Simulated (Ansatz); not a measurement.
hcp Re

These are LDA (PAW; Ansatz, an electronic-structure program) values and carry that method's errors.

Run with plane-wave cutoff 500 eV, 20×20×1 k mesh (along the axes of the cell as run), Fermi–Dirac smearing 0.1 eV, scalar-relativistic PAW data made under PBE.

Cell: relaxed at this level.

| Quantity | Result |
|---|---|
| surface energy of the (10-11) face | 3.81 J/m² |
| work function of the (10-11) face | 5.26 eV |

The slab of 12 atoms is relaxed and unreconstructed.

Spin–orbit coupling is not included.
